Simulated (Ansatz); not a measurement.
**Energy profile**

The step: SiH₄O ([OH][SiH3]) → SiH₂ + H₂O (still joined by a long Si–O bond); bonds formed: O2–H3; bonds broken: Si1–H3; bonds weakened to dative contacts: Si1–O2 (atoms numbered as in the saddle structure below).

| atom | x (Å) | y (Å) | z (Å) |
| --- | --- | --- | --- |
| Si1 | -0.8170 | 0.0793 | -0.0424 |
| O2 | 1.0069 | -0.2829 | -0.4232 |
| H3 | 0.1078 | -1.1448 | -0.5905 |
| H4 | -0.7801 | 0.4453 | 1.4114 |
| H5 | -1.0406 | 1.3932 | -0.7224 |
| H6 | 1.5229 | -0.4900 | 0.3670 |

Electronic energies by CCSD(T) at an estimated basis limit (MP2 extrapolated from triple and quadruple zeta, plus CCSD(T) − MP2 in triple zeta), on PBE0-D4/def2-TZVP structures; SiH4O, closed shell; no counterpoise correction. Computed with Ansatz 0.2.0 (basis: def2-TZVPP and def2-QZVPP); correlated methods freeze the cores. Extrapolation: Hartree–Fock as exp(−7.88 √X), correlation as X^−2.97.

(1) Give the profile in kJ/mol, counted from the start structure. (Judge from chemistry; the value comes from the calculation.)

The T1 diagnostic stays at or below 0.016. The restricted Hartree–Fock reference is unstable towards an unrestricted one at one or more of these structures.

Answers

(1) The calculation gives:
```tsv
point	kJ/mol
start structure	0.0
saddle	346.7
end structure	249.6
separated: SiH2 (Si1, H4, H5; singlet) + H2O (O2, H3, H6; singlet)	317.4
```

Losses and insertions of silylenes and their heavier kin drive the gas-phase chemistry of silicon and germanium vapour deposition.

Labels in which every atom is bracketed show which atoms are joined, not bond orders.

For scale, one of the runs: CCSD(T)/def2-TZVPP, 129 basis functions, launched by `ansatz run in.yaml --threads 2 --pin off --events-out ev --progress --plain --max-ram 4352MiB`. The run took about 6 s on 2 CPU threads of an Arm Neoverse V1 (shared host).
